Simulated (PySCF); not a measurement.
# Which determinant of F₂ lies lowest?

Unrestricted PBE0; PySCF, no relativity, basis sets F def2-SVP. Outer shells of the fragments: F 2s2 2p5; F 2s2 2p5.

Followed along the bond (rough minima from three points):

```
2Ms+1  unpaired  ⟨S²⟩ at the start  R at minimum (Å)  Te (eV)
    1      none               0.00              1.38     0.00
    3  σ ↑, π ↑               2.01  none in the scan   ≤ 2.78
```

Solutions found at the starting distance of 1.230 Å, counted from the lowest of them; the search is not exhaustive and high or unbound solutions are not listed, so other states can lie among these:

```
2Ms+1  unpaired  term  E (eV)  ⟨S²⟩  ⟨Lz²⟩
    1      none   ¹Σ⁺    0.00  0.00   0.00
    3  σ ↑, π ↑    ³Π    6.39  2.01   1.00
```

A term symbol is given only where ⟨S²⟩ and ⟨Lz²⟩ are close to those of a pure state; real π, δ and φ orbitals otherwise mix terms, and g/u labels are left off.

Counting both spins, an empty level lies below a filled one in some of these solutions, because spin and occupation are held.
